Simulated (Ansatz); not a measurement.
**One elementary step**

Start structure (CH7FSi, closed shell), relaxed at PBE0-D4/def2-TZVP:

| atom | x (Å) | y (Å) | z (Å) |
| --- | --- | --- | --- |
| Si1 | -0.3675 | -0.9259 | -0.2928 |
| H2 | 1.0824 | -1.1876 | -0.0050 |
| H3 | -0.6544 | -1.5943 | -1.5880 |
| H4 | -1.1448 | -1.5887 | 0.7849 |
| C5 | -0.6894 | 0.9090 | -0.3612 |
| H6 | 1.8752 | -0.0754 | 1.0112 |
| F7 | 2.1658 | 0.5986 | 1.5792 |
| H8 | -0.4207 | 1.3829 | 0.5850 |
| H9 | -1.7454 | 1.1051 | -0.5593 |
| H10 | -0.1012 | 1.3762 | -1.1539 |

The step: CH₆Si ([CH3][SiH3]) + HF → CH₅FSi ([CH3][SiH2][F]) + H₂; bonds formed: Si1–F7, H2–H6; bonds broken: Si1–H2, H6–F7. Computed with Ansatz 0.2.0 (basis: def2-TZVPP and def2-QZVPP); correlated methods freeze the cores. Extrapolation: Hartree–Fock as exp(−7.88 √X), correlation as X^−2.97. Energies below are by CCSD(T) at an estimated basis limit (MP2 extrapolated from triple and quadruple zeta, plus CCSD(T) − MP2 in triple zeta).

(1) What are the electronic barrier and the energy of the step, from the start structure to the end structure? (An estimate is asked for; the value comes from the calculation.)

The T1 diagnostic stays at or below 0.013.

Answers

(1) By the calculation: Barrier 145.4 kJ/mol; step energy -109.8 kJ/mol (downhill); reverse barrier, their difference, 255.2 kJ/mol. Barrier and step energy count from the start structure, the reverse barrier from the end structure.

The saddle point: One imaginary mode of 1085i cm⁻¹.
| pair | start (Å) | saddle (Å) | end (Å) |
| --- | --- | --- | --- |
| Si1–F7 | 3.50 | 1.97 | 1.61 |
| H2–H6 | 1.70 | 0.96 | 0.75 |
| Si1–H2 | 1.50 | 1.71 | 3.91 |
| H6–F7 | 0.93 | 1.21 | 2.70 |

Zero-point energy (harmonic, PBE0-D4): ZPE is 190.1 kJ/mol at the start and 184.8 kJ/mol at the saddle, so the barrier goes from 145.4 to 140.1 kJ/mol.

Labels in which every atom is bracketed show which atoms are joined, not bond orders.

For scale, one of the runs: CCSD(T)/def2-TZVPP, 202 basis functions, launched by `ansatz run in.yaml --threads 2 --pin off --events-out ev --progress --plain --max-ram 4352MiB`. Hardware: 2 CPU threads of an Arm Neoverse V2, shared host. Wall time 62 s; peak host memory 2.5 GiB.
